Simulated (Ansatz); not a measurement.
**1,1-elimination**

Start structure (CH$_{5}$AlO, singlet), relaxed at PBE0-D4/def2-TZVP:

```xyz
8
angstrom
Al -0.2093 -0.7894 -0.3770
O 0.4447 -0.5894 -1.9330
H -0.8968 -2.1922 -0.1350
C -0.0836 0.6222 0.9613
H 0.8903 0.2044 -2.2235
H -0.6814 0.3992 1.8489
H 0.9523 0.7576 1.2908
H -0.4160 1.5877 0.5673
```

The step: CH₅AlO ([CH3][AlH][OH]) → CH₃Al ([CH3][Al]) + H₂O (still joined by a long Al–O bond); bonds formed: O2–H3; bonds broken: Al1–H3; bonds weakened to dative contacts: Al1–O2. Computed with Ansatz 0.2.0 (basis: def2-TZVPP and def2-QZVPP); correlated methods freeze the cores. Extrapolation: Hartree–Fock as exp(−7.88 √X), correlation as X^−2.97. Energies below are by CCSD(T) at an estimated basis limit (MP2 extrapolated from triple and quadruple zeta, plus CCSD(T) − MP2 in triple zeta).

(1) What are the electronic barrier and the energy of the step, from the start structure to the end structure? (Judge from chemistry; the value comes from the calculation.)

T1 diagnostic: at most 0.017. The restricted Hartree–Fock reference is unstable towards an unrestricted one at one or more of these structures. The start structure is not quite a true minimum (one mode of 27i cm⁻¹).

## Answers

(1) Computed: Barrier 3.287 eV; step energy 2.182 eV (uphill); reverse barrier, their difference, 1.105 eV. Barrier and step energy count from the start structure, the reverse barrier from the end structure.

The saddle point: One imaginary mode of 1490i cm⁻¹.
```csv
pair,start (Å),saddle (Å),end (Å)
O2–H3,2.76,1.30,0.96
Al1–O2,1.70,1.86,2.16
Al1–H3,1.58,1.73,2.77
```

Zero-point energy (harmonic, PBE0-D4): ZPE is 1.513 eV at the start and 1.410 eV at the saddle, so the barrier goes from 3.287 to 3.184 eV.

Labels in which every atom is bracketed show which atoms are joined, not bond orders.

For scale, one of the runs: CCSD(T)/def2-TZVPP, 174 basis functions, launched by `ansatz run in.yaml --threads 2 --pin off --events-out ev --progress --plain --max-ram 4352MiB`. The run took 31 s on 2 CPU threads of an Arm Neoverse V1 (shared host), with 1.5 GiB of host memory at its peak.
